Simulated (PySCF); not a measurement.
CH3O, SMILES C[O] (connectivity only; charge and spin as stated), charge -1, multiplicity 1. Geometry optimised at PBE-D3(BJ)/def2-TZVPD. The multiplicity is an assumed one; other spin states were not compared. The isomer is the one that the SMILES or the coordinates give; other isomers of the formula were not compared.

All values below come from PBE-D3(BJ)/def2-TZVPD in PySCF.

Harmonic wavenumbers (cm⁻¹): 1125, 1125, 1136, 1374, 1374, 1408, 2355, 2355, 2500. Rotational constants (GHz): 156.5, 27.64, 27.64; symmetry number 3.

**Question.** Work out the zero-point energy and the ideal-gas rigid-rotor harmonic-oscillator thermochemistry at 298.15 K and 1 atm.

**Answer.** ZPE = ½ Σ hcν = ½ × 14752 cm⁻¹ = 88.23 kJ/mol. H − E(el) = 98.39 kJ/mol. Entropy in J/(mol K): translation 151.59, rotation 68.42, vibration 0.94, total 220.95. G − E(el) = 32.51 kJ/mol. Cp = 37.91 J/(mol K).
